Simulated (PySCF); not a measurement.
**BH2Cl (SMILES [H]B([H])Cl): B2PLYP/STO-3G**

What is the vertical singlet–triplet gap of BH2Cl at B2PLYP/STO-3G? The job is set up through a Python script.

The calculation is run with PySCF 2.14.0.

8 further runs of the same task are left out: 8 set aside as unsound or not needed.

## Step 1: The molecule

BH2Cl has 4 atoms, charge 0, and is taken as a singlet. As SMILES, `[H]B([H])Cl`. The coordinates come from a GFN2-xTB relaxation.

Bond lengths: B1–Cl4 1.673 Å, B1–H2 1.172 Å, B1–H3 1.172 Å. Angles: H2–B1–Cl4 119.1°, H3–B1–Cl4 119.0°, H2–B1–H3 121.9°.

## Step 2: A single-point energy at B2PLYP/STO-3G

The input, calc.py:

```python
# BH2Cl
from pyscf import gto, dft, mp

system = gto.Mole()
system.atom = 'B 0.069310 0.114420 -0.000410; H 1.240090 0.070720 0.015540; H -0.512130 1.131590 -0.018950; Cl -0.797280 -1.316740 0.003830'
system.charge = 0
system.max_memory = 1860
system.verbose = 3
system.basis = 'sto-3g'
system.spin = 0
system.build()

mf = dft.RKS(system, xc='0.53*HF + 0.47*B88, 0.73*LYP')
mf.grids.level = 5
mf.conv_tol = 1e-10
mf.kernel()
if not mf.converged:
    mf = mf.newton().run(mf.mo_coeff, mf.mo_occ)

pt = mp.MP2(mf, frozen=6).run()
etot = mf.e_tot + 0.27 * pt.e_corr
print('PT2 part  %.8f' % (0.27 * pt.e_corr))
print('E = %.10f Eh' % etot)
```

Run with:

```bash
$ OMP_NUM_THREADS=1 python calc.py
```

Log:

```text
converged SCF energy = -480.701670320106
E(RMP2) = -480.75981985994  E_corr = -0.0581495398341856
E(SCS-RMP2) = -480.765189563968  E_corr = -0.0635192438620211
PT2 part  -0.01570038
E = -480.7173706959 Eh
```

Run time: 2 s. Hardware: 1 thread of Arm Neoverse V1, shared host; peak memory 0.18 GiB.

## Step 3: The triplet

The input, run.py:

```python
from pyscf import gto, dft, mp

mol = gto.Mole()
mol.atom = '''
B      0.130977     0.216222    -0.000775
H      2.343430     0.133641     0.029366
H     -0.967785     2.138395    -0.035810
Cl    -1.506641    -2.488278     0.007238
'''
mol.unit = 'bohr'
mol.verbose = 3
mol.max_memory = 1860
mol.spin = 2
mol.basis = 'sto-3g'
mol.build()

calc0 = dft.UKS(mol)
calc0.xc = '0.53*HF + 0.47*B88, 0.73*LYP'
calc0.grids.level = 5
calc0.conv_tol = 1e-10
calc0.kernel()
if not calc0.converged:
    calc0 = calc0.newton().run(calc0.mo_coeff, calc0.mo_occ)

pt = mp.MP2(calc0, frozen=6).run()
energy = calc0.e_tot + 0.27 * pt.e_corr
print('PT2 part  %.8f' % (0.27 * pt.e_corr))
print('Final energy', energy)
```

Run with:

```bash
$ OMP_NUM_THREADS=1 python run.py
```

Log:

```text
WARN: HOMO 0.0373811815965792 >= LUMO -0.320153221114173

WARN: HOMO -0.115787098470061 >= LUMO -0.137862579281431

WARN: HOMO -0.105412109510138 >= LUMO -0.137028267322525

WARN: HOMO -0.112646196939183 >= LUMO -0.136720555497835

WARN: HOMO -0.110030870114347 >= LUMO -0.136234601238537

WARN: HOMO -0.109274074616648 >= LUMO -0.136516577286244

WARN: HOMO -0.109174499065095 >= LUMO -0.136547637565621

WARN: HOMO -0.109181624346453 >= LUMO -0.136561579951094

WARN: HOMO -0.109183822422745 >= LUMO -0.136561640216097

WARN: HOMO -0.109184189688897 >= LUMO -0.136561831114099

converged SCF energy = -480.48335934669  <S^2> = 2.0019365  2S+1 = 3.0012907
E(UMP2) = -480.536210073084  E_corr = -0.0528507263938957
E(SCS-UMP2) = -480.538150743043  E_corr = -0.054791396352304
PT2 part  -0.01426970
Final energy -480.4976290428166
```

Wall time 3.6 s (1 thread of Arm Neoverse V1, shared host); peak memory 0.19 GiB.

## Step 4: Results

At B2PLYP/STO-3G, 6 core orbitals frozen:

```
                                                         quantity          value
                                            singlet: total energy  -480.71737 Eh
                                singlet: dipole moment (SCF part)         0.93 D
                       singlet: HOMO energy (SCF part's orbitals)       -8.51 eV
                       singlet: LUMO energy (SCF part's orbitals)        2.61 eV
                     singlet: HOMO–LUMO gap (SCF part's orbitals)       11.12 eV
                                            triplet: total energy  -480.49763 Eh
                                triplet: dipole moment (SCF part)         0.24 D
triplet: HOMO energy (SCF part's orbitals) (highest over α and β)       -2.97 eV
                                                    triplet: ⟨S²⟩          2.002
                 vertical energy of the triplet above the singlet       5.979 eV
```

In words: At this shape the triplet lies 5.98 eV (577 kJ/mol) above the singlet. In a minimal basis such a difference can be off by several eV, whatever the method. Mulliken charges (singlet) run from -0.16 on Cl4 to +0.21 on B1; they depend strongly on the basis.
